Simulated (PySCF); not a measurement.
Functional dependence of a UV spectrum

Compound: PF₃.
SMILES: `FP(F)F`

Linear-response calculations in the def2-SVPD basis (PySCF; singlets by full response, triplets Tamm–Dancoff, core orbitals frozen in the response; HF means time-dependent Hartree–Fock). 'Strongest' is the level of largest summed f among the singlets computed (10 roots, of which the last may lack a degenerate partner); it can jump between rows when another state enters that window. S1 is the lowest singlet of each run and needn't be the same state throughout; f(S1) is that of one state. Isolated species at its PBE0-D3(BJ)/def2-SVP geometry, gas phase.

```
functional                               kind  S1 (eV)  f(S1)  strongest (eV)  T1 (eV)  HOMO (eV)  gap (eV)  ionisation energy, ΔSCF (eV)
      PBE0  global hybrid, 25% exact exchange     8.05  0.177            8.05     5.78      -9.56      8.99                         12.32
 BHandHLYP  global hybrid, 50% exact exchange     8.33  0.206            8.33     5.95     -10.97     11.35                         12.56
 CAM-B3LYP             range-separated hybrid     8.09  0.182            8.09     5.92     -11.04     11.54                         12.53
   wB97X-D             range-separated hybrid     8.12  0.182            8.12     6.05     -11.51     12.79                         12.44
   LC-wPBE             range-separated hybrid     8.14  0.179            8.14     5.76     -12.32     14.11                         12.46
```

S1 runs from 8.05 eV (PBE0) to 8.33 eV (BHandHLYP), a spread of 0.28 eV, while the orbital gap spreads over 5.1 eV. −ε(HOMO) comes closest to its own ΔSCF ionisation energy with LC-wPBE (-0.14 eV) and misses most with PBE0 (-2.76 eV).
